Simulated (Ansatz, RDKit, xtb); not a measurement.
**C5H8N+: which of the isomers drawn lies lowest?**

Which of a sample of isomers of C5H8N+ (charge +1) is the most stable in the gas at 298.15 K, and what are its properties? The sample is small against all isomers, and the most stable one of this formula need not be in it.

Plan: many cheap relaxations first (GFN2-xTB), then density-functional screening, relaxation at B3LYP/def2-SVP, vibrations (at GFN2-xTB) and a final energy. The numbers are computed, not measured.

## 1. Candidates

Isomers were taken from a list of plausible structures; this is a sample, not all of them. That gives 10 candidates.

```
label                    SMILES     spin
 c237               C=CCC#[N+]C  singlet
 c263  C#C[C@@H]1C[C@@H]1[NH3+]  singlet
 c279          C#CC1([NH3+])CC1  singlet
 c617            C#CC1C[NH2+]C1  singlet
 c752               C=CC[N+]#CC  singlet
 c775             C#CC=[N+](C)C  singlet
 c778   C#C[C@@H]1C[C@H]1[NH3+]  singlet
 c806             CC#[N+]/C=C/C  singlet
 c838             C#CC[N+](=C)C  singlet
 c860             CN(C)[c+]1cc1  singlet
```

Candidates are built by distance geometry, with a force field where one applies, in up to four conformers (letters a to d).

**Question.** With final energies at CCSD(T)/def2-SVP + MP2/def2-TZVPP - MP2/def2-SVP, which structure will this search put lowest in free energy, and by what margin?

| quantity | value |
| --- | --- |
| lowest structure found | CC#[N+]/C=C/C, singlet |
| next finalist | C=CC[N+]#CC, singlet, 3.4 kcal/mol higher in G |
| share at equilibrium, among the finalists | 99.6 % |

`CC#[N+]/C=C/C` comes out lowest. Among the finalists first place is clear (3.4 kcal/mol); structures outside the list aren't covered. GFN2-xTB, HF/STO-3G, r2SCAN-D4/def2-SVP, B3LYP/def2-SVP, HF/def2-SVP and MP2/def2-SVP already put its bonding pattern lowest among the structures in one piece. Lowest found is not proven lowest: the search is finite, and each finalist counts with one conformer. Only 10 drawn patterns were tried, so whole families of isomers are missing, and the result ranks this sample alone.
